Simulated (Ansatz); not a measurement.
Barrier from H2 (molecular hydrogen, SMILES [H][H]) + HS (SMILES [SH], doublet) to the saddle point below; all geometries are those of the HTBH38 set.
```
S
H 1 1.3377
H 1 1.4291 2 91.15
H 3 1.1495 1 172.62 2 0.00
```
Charge 0, spin multiplicity 2.

Total energies in hartree (Ansatz, a program for electronic structure). Open shells are spin-unrestricted; no spin-orbit coupling. Correlated methods leave the cores frozen. No relativity. Where a partner has so few electrons that a lower coupled-cluster level is exact, that level stands in. The UHF reference of H3S (saddle point or complex, doublet) is spin-contaminated (<S^2> up to 0.03 over the pure value in the sets run).

```csv
species,HF/aug-cc-pV(T+d)Z,CCSD(T)/aug-cc-pV(T+d)Z,HF/aug-cc-pV(Q+d)Z,CCSD(T)/aug-cc-pV(Q+d)Z,CCSDT(Q)/aug-cc-pV(T+d)Z
"1: H2 (molecular hydrogen, SMILES [H][H])",-1.13302,-1.17263,-1.13346,-1.17387,-1.17263
"2: HS (SMILES [SH], doublet)",-398.10707,-398.29330,-398.11015,-398.30693,-398.29444
"3: H3S (complex or saddle point, doublet)",-399.19692,-399.43740,-399.20038,-399.45280,-399.43881
```

Work out the barrier height (electronic, no zero-point energy) in kJ/mol: take Hartree-Fock from aug-cc-pV(Q+d)Z, extrapolate the CCSD(T) correlation energy as X^-3 (X = 3, 4), and add CCSDT(Q) - CCSD(T) in aug-cc-pV(T+d)Z. 1 hartree = 2625.5 kJ/mol.


Species 1: correlation (64·(-0.04041) - 27·(-0.03961))/37 = -0.04099; step +0.00000; E1 = -1.13346 + (-0.04099) + (+0.00000) = -1.17445
Species 2: correlation (64·(-0.19678) - 27·(-0.18623))/37 = -0.20448; step -0.00114; E2 = -398.11015 + (-0.20448) + (-0.00114) = -398.31577
Species 3: correlation (64·(-0.25242) - 27·(-0.24048))/37 = -0.26113; step -0.00141; E3 = -399.20038 + (-0.26113) + (-0.00141) = -399.46292
-1·E1 -1·E2 +1·E3 = 0.02730 hartree = 71.7 kJ/mol. Published benchmark value: 17.3 kcal/mol (Zhao et al., J. Phys. Chem. A 109, 2012 (2005), HTBH38), a best estimate, not a measurement. The composite differs from it by -0.7 kJ/mol; core, relativistic and spin-orbit terms are not in it.
